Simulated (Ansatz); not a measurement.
## Property card for BaIrO3

These are results of DFT r2SCAN, scalar-relativistic, plane waves, PAW in Ansatz, not measurements.

Cutoff 500 eV; k points 10×10×10 on the computed 5-atom cell (Γ-centred); Gaussian smearing, width 0.10 eV; no spin polarisation.

The structure is relaxed at this level of theory with its symmetry kept. Whether it is the stable form of this composition wasn't checked.

```
CELL_PARAMETERS angstrom
4.02502 0.00000 0.00000
0.00000 4.02502 0.00000
0.00000 0.00000 4.02502
ATOMIC_POSITIONS crystal
Ba 0.50000 0.50000 0.50000
Ir 0.00000 0.00000 0.00000
O 0.50000 0.00000 0.00000
O 0.00000 0.50000 0.00000
O 0.00000 0.00000 0.50000
```

| Item | Value |
| --- | --- |
| Space group | Pm-3m (No. 221) |
| Volume per atom | 88.0 bohr³ |
| Formation energy from the elements' standard states (uncorrected) | -1.708 eV/atom |
| Generalised Kohn–Sham band gap | none (metal) |
| Density of states at the Fermi level | 3.18 states/eV per cell |
| Löwdin character within 0.5 eV of the Fermi level | Ir 5d 54 %, O 2p 41 % |
| Bulk modulus | 187 GPa |
| Its pressure derivative | 4.3 |
| Bader charges (e) | Ba (1 in the cell) 1.60, Ir (1 in the cell) 1.80, O (3 in the cell) -1.13 |

Spin-orbit coupling is left out, which matters for the bands of heavy elements. Spin polarisation was left out, and a magnetic state may lie lower.

A ferromagnetic start lost its moments in a first run, so spin was left out; other magnetic orders weren't tried.

Symmetry holds off the tilts and polar distortions that many cubic perovskites undergo.